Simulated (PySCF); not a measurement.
Species: C5H13N.
Numbering: `[CH3:1][NH:2][C:3]([CH3:4])([CH3:5])[CH3:6]` (hydrogens: H7, H8, H9 on C1; H10 on N2; H11, H12, H13 on C4; H14, H15, H16 on C5; H17, H18, H19 on C6)

The geometry is computed with GFN2-xTB (gas phase).

(1) Give the optimised bond lengths and angles.

Answers

(1) 
```tsv
bond	length (Å)	order
C1–N2	1.448	single
N2–C3	1.462	single
C3–C4, C3–C5, C3–C6	1.534	single
C1–H7	1.100	single
C1–H8, C1–H9	1.089	single
N2–H10	1.015	single
C4–H11 and 8 like bonds	1.087	single
```

Bonds in one row agree within 0.01 Å and their mean is given. Orders are formal, as drawn. A selection of angles:
```tsv
angle	degrees
N2–C1–H7	114.6
N2–C1–H8	108.0
N2–C1–H9	109.4
H7–C1–H8	108.1
H7–C1–H9	108.5
C1–N2–C3	117.9
C1–N2–H10	109.3
C3–N2–H10	108.5
N2–C3–C4	113.4
N2–C3–C5	109.5
N2–C3–C6	106.0
C4–C3–C5	109.7
C3–C4–H11	111.0
C3–C4–H12	110.1
H11–C4–H12	108.2
H11–C4–H13	108.6
```

Torsions: C1–N2–C3–C4 -62° (synclinal). The mirror-image conformer, all signs reversed, is as good.

Of the pairs four or more bonds apart, C5···H9 is among the closest relative to their van der Waals radii: 2.69 Å, 93 % of the sum of Bondi's values. N2 (secondary amine nitrogen) is pyramidal (angles 117.9°, 109.3° and 108.5°, sum 335.7°, 0.37 Å off the plane of its three neighbours).

Whether it is a minimum is left open (no frequencies).
